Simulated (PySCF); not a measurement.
# First-order multiplets

Bonds (- single, = double, # triple, : aromatic): O1=C2 1.177 Å, C2-F3 1.329 Å. C2 carries H4.

PySCF 2.14.0 with density-fitted response routines calculation with PBE0-D3(BJ)/def2-SVP geometry, B3LYP/pcJ-1 coupling constants and shieldings: GIAO KT3/pcSseg-2; no solvent model, one conformer, non-relativistic Hamiltonian.

Shifts are taken against calculated references (same method and geometry level): 13C, 1H against TMS; CFCl3 for 19F.

Spectrometer: 500 MHz for 1H. First-order analysis; couplings under 1 Hz (under 4 Hz in carbon signals) are ignored, and nearly equal couplings are merged; the smaller ones broaden or split the lines further.

Q: What pattern does C2 show in the proton-coupled 13C spectrum?

A: A doublet of doublets at δ 148.9: 446.5 Hz to F3 (1 × 19F, 1 bond away), 262.8 Hz to H4 (1 × 1H, 1 bond away). Lines in Hz from the centre (relative intensity): +354.6 (1), +91.8 (1), -91.8 (1), -354.6 (1). The outer lines are 709.3 Hz apart, the sum of the couplings kept, or 5.642 ppm at this field.

Q: What pattern does H4 show (1H)?

A: A doublet at δ 8.00: 195.7 Hz to F3 (1 × 19F, 2 bonds away). Lines in Hz from the centre (relative intensity): +97.8 (1), -97.8 (1). The outer lines are 195.7 Hz apart, the sum of the couplings kept, or 0.391 ppm at this field.

Q: What pattern does F3 show (19F)?

A: A doublet at δ 36.4: 195.7 Hz to H4 (1 × 1H, 2 bonds away). Lines in Hz from the centre (relative intensity): +97.8 (1), -97.8 (1). The outer lines are 195.7 Hz apart, the sum of the couplings kept, or 0.416 ppm at this field.
